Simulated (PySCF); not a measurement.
Gas-phase reaction: 2 NH + SiH2Cl2 ⇌ SiH2ClNH2 + Cl + N

Energies from PySCF, thermal terms from the rigid-rotor harmonic-oscillator model, ideal gas at 1 bar. † marks an energy on the PBE0/def2-TZVP geometry and frequencies; other levels use their own. 6-31G* has spherical d functions here. Open shells (unrestricted): NH (multiplicity 3), Cl (multiplicity 2, electronic degeneracy 6), N (multiplicity 4); the rest are closed-shell singlets. Spin-orbit splitting is ignored; it lowers the true energy and changes the entropy of Cl. SiH2ClNH2: computed as isolated molecules; such fragments, hydroxides, amides, oligomers or adducts are transient or little studied in the gas. The harmonic model lacks anharmonicity and excited electronic states, which grow with temperature; levels with a mode under 35 cm⁻¹ are left out. Internal rotation in SiH2ClNH2 is treated as a harmonic vibration of one conformer, which makes the entropy rough.

| level | ΔE electronic, kJ | ΔH°(298 K), kJ | ΔS°(298 K), J/K | ΔG°(1400 K), kJ |
|---|---|---|---|---|
| HF/6-31G* | -67 | -44 | -34 | 0 |
| HF/def2-TZVP† | -58 | -36 | -34 | 7 |
| PBE/def2-SVP | -50 | -29 | -35 | 16 |
| PBE0/def2-TZVP | -46 | -24 | -34 | 18 |
| r2SCAN/def2-TZVP† | -46 | -24 | -34 | 19 |
| ωB97X-V/def2-TZVP† | -60 | -38 | -34 | 5 |
ΔH° is lowest at HF/6-31G* and highest at r2SCAN/def2-TZVP†. No reference value is set beside these.
